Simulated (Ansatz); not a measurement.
# Si2H5 radical (SMILES [SiH2][SiH3]): single points off equilibrium

Aim: energy, forces and dipole at a structure displaced at random from a GFN2-xTB minimum, from CCSD(T) and from density functionals.

Program: Ansatz 0.2.0, Gaussian basis. Level of theory: single points in def2-TZVPP. These are calculated values, not measurements.

Correlated methods freeze the cores. Orbitals are unrestricted.

### Step 1. Where the work starts

7 atoms, charge 0, spin multiplicity 2.

Atoms are counted from 1 here; the program's logs count them from 0.

Bond lengths: Si1–Si2 2.373 Å, Si1–H3 1.539 Å, Si1–H4 1.577 Å, Si2–H5 1.338 Å, Si2–H6 1.444 Å, Si2–H7 1.391 Å. Angles: Si2–Si1–H3 124.8°, Si2–Si1–H4 126.0°, H3–Si1–H4 102.9°, Si1–Si2–H5 100.0°, Si1–Si2–H6 114.5°, Si1–Si2–H7 104.7°, H5–Si2–H6 110.3°, H5–Si2–H7 121.6°, H6–Si2–H7 105.9°.

As a file:

```xyz
7

Si   -0.3091   -1.3154   -0.0778
Si    0.3897    0.9521   -0.0410
H    -0.0983   -2.3174    1.0707
H    -1.5869   -1.8806   -0.8080
H     0.1271    1.2968   -1.3070
H    -0.3496    1.7927    0.8705
H     1.6915    0.9132    0.4482
```

### Step 2. CCSD(T)/def2-TZVPP

run/in.yaml

```yaml
crystal:
  periodic: [false, false, false]
  atoms:
    - {symbol: Si, position_ang: [-0.309100, -1.315400, -0.077800]}
    - {symbol: Si, position_ang: [0.389700, 0.952100, -0.041000]}
    - {symbol: H, position_ang: [-0.098300, -2.317400, 1.070700]}
    - {symbol: H, position_ang: [-1.586900, -1.880600, -0.808000]}
    - {symbol: H, position_ang: [0.127100, 1.296800, -1.307000]}
    - {symbol: H, position_ang: [-0.349600, 1.792700, 0.870500]}
    - {symbol: H, position_ang: [1.691500, 0.913200, 0.448200]}
basis:
  gaussian: {orbitals: def2-TZVPP}
magnetization: {spin_polarized: true, initial_magnetization: 1}
correlation: {method: ccsd_t}
scf: {omitted_lower_state_checks: [cluster_reference]}
output: {forces: true}
```

No record of the launch command was kept for these runs.

### Step 3. PBE0-D4/def2-TZVPP

Changes to run/in.yaml since step 2:

```diff
@@ -13,4 +13,3 @@
 magnetization: {spin_polarized: true, initial_magnetization: 1}
-correlation: {method: ccsd_t}
-scf: {omitted_lower_state_checks: [cluster_reference]}
-output: {forces: true}
+hamiltonian: {xc: pbe0, dispersion: d4}
+output: {forces: true, orbitals: {seedname: orbitals}}
```

### Step 4. wB97M-V/def2-TZVPP

Changes to run/in.yaml since step 3:

```diff
@@ -13,3 +13,3 @@
 magnetization: {spin_polarized: true, initial_magnetization: 1}
-hamiltonian: {xc: pbe0, dispersion: d4}
-output: {forces: true, orbitals: {seedname: orbitals}}
+hamiltonian: {xc: {name: wB97M-V}}
+output: {forces: true}
```

### Step 5. r2SCAN-D4/def2-TZVPP

Changes to run/in.yaml since step 4:

```diff
@@ -13,3 +13,3 @@
 magnetization: {spin_polarized: true, initial_magnetization: 1}
-hamiltonian: {xc: {name: wB97M-V}}
+hamiltonian: {xc: r2scan, dispersion: d4}
 output: {forces: true}
```

### Step 6. PBE-D4/def2-TZVPP

Changes to run/in.yaml since step 5:

```diff
@@ -13,3 +13,3 @@
 magnetization: {spin_polarized: true, initial_magnetization: 1}
-hamiltonian: {xc: r2scan, dispersion: d4}
+hamiltonian: {xc: pbe, dispersion: d4}
 output: {forces: true}
```

### Step 7. r2SCANh-D4/def2-TZVPP

Changes to run/in.yaml since step 6:

```diff
@@ -13,3 +13,3 @@
 magnetization: {spin_polarized: true, initial_magnetization: 1}
-hamiltonian: {xc: pbe, dispersion: d4}
+hamiltonian: {xc: {name: r2SCANh}, dispersion: d4}
 output: {forces: true}
```

### Step 8. BHLYP-D4/def2-TZVPP

Changes to run/in.yaml since step 7:

```diff
@@ -13,3 +13,3 @@
 magnetization: {spin_polarized: true, initial_magnetization: 1}
-hamiltonian: {xc: {name: r2SCANh}, dispersion: d4}
+hamiltonian: {xc: {name: BHLYP}, dispersion: d4}
 output: {forces: true}
```

(Steps that only read results are left out.)

Before running it: what results should come out? Wanted: energy less free atoms, CCSD(T)/def2-TZVPP; RMS force component; RMS force error; HOMO and LUMO, PBE0-D4; T1 diagnostic.

The runs gave:

```
                                  quantity                                                                                               value
energy less free atoms, CCSD(T)/def2-TZVPP                                                                                     -418.0 kcal/mol
                       RMS force component                                                                1.292 to 1.325 eV/Å over the methods
                           RMS force error  PBE0-D4 0.063, wB97M-V 0.049, r2SCAN-D4 0.055, PBE-D4 0.141, r2SCANh-D4 0.040, BHLYP-D4 0.091 eV/Å
                    HOMO and LUMO, PBE0-D4                                                                                  -5.75 and -2.31 eV
                             T1 diagnostic                                                                                               0.015
```

**Reading.** Against CCSD(T) the functionals' energies less atoms differ by -12.8 to -3.3 kcal/mol, PBE-D4 by -3.3 kcal/mol. The reference is not at the basis limit: in triple zeta CCSD(T) underbinds, which counts against methods that bind more; the gaps are no ranking. On forces the order runs from r2SCANh-D4 to PBE-D4. Frozen-core CCSD(T) forces in triple zeta carry basis errors of their own, and this is one geometry, so small gaps rank nothing.
